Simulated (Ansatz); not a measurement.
# H₂OSSi: one species, many methods

The task here is to estimate one member of a computed series from the others.

Method: functionals in def2-TZVPP, the program's frozen cores in correlated methods; program: Ansatz 0.2.0, Gaussian basis.

The runs, in order: LDA (SPW92), PBE-D4, revPBE-D4, BLYP-D4, r2SCAN-D4, B97M-V, PBE0-D4, B3LYP-D4, r2SCANh-D4, r2SCAN0-D4, HSE06-D4, BHLYP-D4, CAM-B3LYP-D4, LC-ωPBE, ωB97X-V, ωB97M-V, B2PLYP, PBE-QIDH; CCSD(T)/def2-SVP; CCSD(T)/def2-TZVPP; CCSD(T)/def2-QZVPP; extrapolation to the limit; RPA on PBE.

## The relaxed structure

An earlier PBE0-D4 in a triple-zeta def2 set relaxation fixed the geometry.

SMILES `O[Si]S`, 5 atoms, charge 0, spin multiplicity 1.

Atoms are counted from 1 here; the program's logs count them from 0.

Bond lengths: O1–Si2 1.646 Å, O1–H4 0.960 Å, Si2–S3 2.176 Å, S3–H5 1.346 Å. Angles: Si2–O1–H4 123.1°, O1–Si2–S3 104.3°, Si2–S3–H5 99.8°.

Set-up of the first run:

in.yaml

```yaml
crystal:
  periodic: [false, false, false]
  atoms:
    - {symbol: O, position_ang: [-1.194674, -0.658885, -0.325801]}
    - {symbol: Si, position_ang: [-0.956756, 0.951270, -0.079475]}
    - {symbol: S, position_ang: [1.167691, 1.118579, 0.360323]}
    - {symbol: H, position_ang: [-0.489410, -1.308057, -0.267172]}
    - {symbol: H, position_ang: [1.523049, -0.176508, 0.270725]}
basis:
  gaussian: {orbitals: def2-TZVPP}
hamiltonian: {xc: lda}
output: {orbitals: {seedname: orbitals}}
```

Among the steps run: LDA; PBE-D4 (GGA); revPBE-D4 (GGA); BLYP-D4 (GGA); r2SCAN-D4 (meta-GGA); B97M-V (meta-GGA); PBE0-D4 (hybrid); B3LYP-D4 (hybrid); r2SCANh-D4 (hybrid); r2SCAN0-D4 (hybrid); HSE06-D4 (hybrid); BHLYP-D4 (hybrid); CAM-B3LYP-D4 (range-separated); LC-ωPBE-D4 (range-separated; the results give it without D4); ωB97X-V (range-separated); ωB97M-V (range-separated); B2PLYP (double hybrid); PBE-QIDH (double hybrid).

One of the session's tables, all rows but one given; the rest of the session is left out.

It belongs to the step «Orbital energies across the functionals». 

```
  functional  HOMO (eV)  LUMO (eV)  gap (eV)
 LDA (SPW92)      -6.13      -2.67      3.46
      PBE-D4      -6.03      -2.50      3.53
   revPBE-D4      -5.99      -2.44      3.54
     BLYP-D4          ?          ?         ?
   r2SCAN-D4      -6.23      -2.42      3.81
      B97M-V      -6.29      -2.34      3.94
     PBE0-D4      -7.09      -1.72      5.37
    B3LYP-D4      -6.90      -1.89      5.02
  r2SCANh-D4      -6.62      -2.12      4.50
  r2SCAN0-D4      -7.21      -1.66      5.55
    HSE06-D4      -6.69      -2.09      4.60
    BHLYP-D4      -8.04      -0.80      7.23
CAM-B3LYP-D4      -8.36      -0.62      7.73
     LC-ωPBE      -9.64       0.42     10.06
     ωB97X-V      -9.32       0.37      9.68
     ωB97M-V      -9.15       0.28      9.43
```

Estimate the missing values for BLYP-D4.

Worked estimate for «HOMO (eV)». Against the share of exact exchange, B3LYP-D4 (0.2, -6.90), BHLYP-D4 (0.5, -8.04) give a slope of -3.80 per unit share; at 0 the line stands at -6.14.

The run gave: HOMO (eV): -5.89; LUMO (eV): -2.35; gap (eV): 3.54. In «HOMO (eV)» the line misses by -0.25.
